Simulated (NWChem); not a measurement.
# ethylene (C2H4); SMILES C=C

All runs: NWChem. Pople sets run with spherical d functions. B3LYP is NWChem's, with the RPA form of VWN correlation. Each level has its own optimisation; frequencies are unscaled.

```csv
level,r C–C (Å),r C–H (Å),highest harmonic frequency (cm⁻¹),lowest (cm⁻¹),zero-point energy (kcal/mol)
Hartree-Fock/STO-3G,1.306,1.082,3815,948,37.7
Hartree-Fock/3-21G,1.315,1.074,3403,943,34.6
Hartree-Fock/6-31G*,1.317,1.076,3420,897,34.3
B3LYP/6-31G*,1.331,1.087,3249,834,32.1
"LDA (Slater exchange, VWN5)/def2-SVP",1.332,1.105,3170,784,30.9
PBE/def2-SVP,1.341,1.103,3174,794,31.0
BLYP/def2-SVP,1.343,1.102,3148,802,30.9
PBE0/def2-SVP,1.330,1.094,3267,…,32.0
```

Task: What belongs in the gaps?

Result: 
- PBE0/def2-SVP, lowest (cm⁻¹): 819
